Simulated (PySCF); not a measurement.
Method: PBE0-D4/def2-TZVP in PySCF. Isolated molecules, 0 K electronic values unless said otherwise. One relaxed conformer stands for a flexible species; it need not be the lowest. 

Reference species (SMILES): `[CH2]C` (neutral, multiplicity 2).

| Property | Result |
|---|---|
| highest occupied spin orbital | -5.93 eV |

Changed species: `[CH2]O` (radical fragment; the reference has radical fragment).

Problem. Give the shifts of the highest occupied spin orbital.

Solution. the highest occupied spin orbital goes up by 0.74 eV, to -5.19 eV.
